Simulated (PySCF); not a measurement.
# Atomic charges by several schemes

Species: 2-methyl-2-oxazoline, C₄H₇NO.
Cartesian coordinates in Å at the PBE0-D3(BJ)/def2-SVP level; atoms count from 1:
```
atom  x, y, z in Å
C1     2.1445    0.0241   -0.0749
C2     0.6669   -0.0954   -0.0259
N3    -0.0066   -1.1708   -0.0013
C4    -1.4079   -0.7863    0.0280
C5    -1.3926    0.7573    0.0711
O6    -0.0049    1.0822   -0.0093
H7     2.5937   -0.9745   -0.1002
H8     2.4469    0.5941   -0.9661
H9     2.5084    0.5762    0.8047
H10   -1.9242   -1.1800   -0.8638
H11   -1.9096   -1.2299    0.9034
H12   -1.9167    1.2305   -0.7732
H13   -1.7978    1.1727    1.0075
```

Density: PBE0/pcSseg-1 (PySCF); schemes: Mulliken, IAO, Hirshfeld and ESP-fitted. Isolated species at its PBE0-D3(BJ)/def2-SVP geometry, gas phase.

Q: Give the atomic charges in each scheme.

A: In e; atoms taken as equivalent share a row and are averaged (×n: the atom named and its like, n in all):

```tsv
atom	environment	Mulliken	IAO	Hirshfeld	ESP-fitted
C1	methyl carbon	-0.189	-0.438	-0.114	-0.790
C2	C=N carbon	+0.251	+0.343	+0.146	+0.908
N3	C=N nitrogen	-0.459	-0.367	-0.219	-0.734
C4	sp3 carbon bound to nitrogen	-0.092	-0.173	-0.035	+0.262
C5	sp3 carbon bound to oxygen	+0.025	-0.083	+0.005	-0.146
O6	oxygen bonded to 2 C	-0.474	-0.359	-0.127	-0.405
H7/H8/H9	methyl hydrogen	+0.142	+0.166	+0.055	+0.209
H10/H11	methylene hydrogen	+0.130	+0.146	+0.044	+0.027
H12/H13	methylene hydrogen	+0.126	+0.144	+0.045	+0.112
```

Mean size of the charges over all atoms: ESP-fitted 0.319 e, IAO 0.218 e, Mulliken 0.187 e, Hirshfeld 0.076 e. Each set sums to the total charge, 0, to within 0.001 e. The IAO scheme counts the electrons in orthogonalised intrinsic atomic orbitals, a minimal basis polarised so that it spans the occupied orbitals exactly. The Mulliken scheme counts on each atom the diagonal of the density matrix times the overlap matrix over that atom's basis functions.

Lowest charge. The schemes don't all agree: Mulliken O6 (-0.474); IAO C1 (-0.438); Hirshfeld N3 (-0.219); ESP-fitted C1 (-0.790).

Highest charge. All schemes agree: Mulliken C2 (+0.251); IAO C2 (+0.343); Hirshfeld C2 (+0.146); ESP-fitted C2 (+0.908).

Q: Sum the charges by element, for elements with more than one atom.

A: 
| element | atoms | Mulliken | IAO | Hirshfeld | ESP-fitted |
| --- | --- | --- | --- | --- | --- |
| C | 4 | -0.005 | -0.351 | +0.001 | +0.234 |
| H | 7 | +0.938 | +1.078 | +0.344 | +0.905 |

Q: How closely do the schemes follow one another over all atoms?

A: Correlation coefficient and root-mean-square difference: Mulliken with Hirshfeld 0.96, 0.138 e; IAO with Hirshfeld 0.95, 0.158 e; Mulliken with IAO 0.92, 0.093 e; Hirshfeld with ESP-fitted 0.89, 0.348 e; IAO with ESP-fitted 0.87, 0.250 e; Mulliken with ESP-fitted 0.79, 0.286 e.
